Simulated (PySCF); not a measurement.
How methods differ on the electron affinity of P

P⁻ [Ne] 3s2 3p4 (3P) → P [Ne] 3s2 3p3 (4S), as a difference of total energies. Calculation: PySCF 2.14, in aug-cc-pVQZ-DK; scalar relativity by spin-free X2C-1e. Correlated levels: valence: [Ne] frozen. The calculations carry no spin-orbit coupling.

| method | electron affinity (eV) |
| --- | --- |
| UHF | -0.334 |
| MP2 (valence) | 0.533 |
| SCS-MP2 (valence) | 0.618 |
| CCSD (valence) | 0.605 |
| CCSD(T) (valence) | 0.679 |

A first-order spin-orbit estimate (lowest level to lowest level, LS coupling) adds 0.012 eV.

Errors of the correlated levels include the incompleteness of this basis and the frozen core.

A negative affinity means that the anion lies above the atom at that level of theory.

For comparison: 0.747 eV (measured; photodetachment measurements, as compiled on the Wikipedia data page of electron affinities).
